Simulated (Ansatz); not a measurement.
**CH3FSi (SMILES C=[SiH]F): one structure at several levels**

An exercise on one series of results from a longer session: the logs are not shown, and one member is left open.

Method: single points in def2-TZVPP; program: Ansatz 0.2.0, Gaussian basis.

Cores are frozen in the correlated methods.

## The starting structure

SMILES `C=[SiH]F`, 6 atoms, charge 0, spin multiplicity 1.

Atoms are counted from 1 here; the program's logs count them from 0.

Bond lengths: C1–Si2 1.650 Å, C1–H4 1.034 Å, C1–H5 1.111 Å, Si2–F3 1.633 Å, Si2–H6 1.400 Å. Angles: Si2–C1–H4 135.8°, Si2–C1–H5 111.9°, H4–C1–H5 112.0°, C1–Si2–F3 134.7°, C1–Si2–H6 121.0°, F3–Si2–H6 104.2°.

As a file:

```xyz
6
CH3FSi
C    -0.6697    0.3834   -0.6087
Si    0.4782   -0.1755    0.4363
F     1.1129   -1.6430    0.7661
H    -1.3842   -0.0435   -1.2224
H    -0.7515    1.4913   -0.5817
H     1.0664    0.6739    1.3816
```

Set-up of the first run:

File run/in.yaml:

```yaml
crystal:
  periodic: [false, false, false]
  atoms:
    - {symbol: C, position_ang: [-0.669657, 0.383408, -0.608707]}
    - {symbol: Si, position_ang: [0.478175, -0.175456, 0.436330]}
    - {symbol: F, position_ang: [1.112918, -1.643025, 0.766125]}
    - {symbol: H, position_ang: [-1.384228, -0.043517, -1.222351]}
    - {symbol: H, position_ang: [-0.751547, 1.491265, -0.581741]}
    - {symbol: H, position_ang: [1.066433, 0.673865, 1.381595]}
basis:
  gaussian: {orbitals: def2-TZVPP}
hamiltonian: {xc: pbe, dispersion: d4}
output: {forces: true}
```

Command:

```bash
ansatz run in.yaml --threads 2 --pin off --events-out ev --progress --plain --max-ram 3481MiB
```

Steps of the session up to this table: PBE-D4/def2-TZVPP; r2SCAN-D4/def2-TZVPP; PBE0-D4/def2-TZVPP; wB97M-V/def2-TZVPP; CCSD(T)/def2-TZVPP.

One of the session's tables, all rows but one given; the rest of the session is left out.

```
   method  RMS force component (eV/Å)  angle to CCSD(T) forces (°)  dipole (D)
   PBE-D4                           ?                            ?           ?
r2SCAN-D4                       0.958                          7.1        0.86
  PBE0-D4                       0.971                          9.2        0.92
  wB97M-V                       0.900                         10.8        0.88
  CCSD(T)                       1.020                    reference        0.88
```

**Question.** Estimate the row for PBE-D4.

The run gave: RMS force component (eV/Å): 0.933; angle to CCSD(T) forces (°): 13.1; dipole (D): 0.86. In the column «RMS force component (eV/Å)» it lies between wB97M-V (0.900) and r2SCAN-D4 (0.958).

Limits of these values: CCSD(T) in triple zeta still lacks some correlation energy of the bonds, so part of these gaps is its own basis error and they don't rank the functionals.
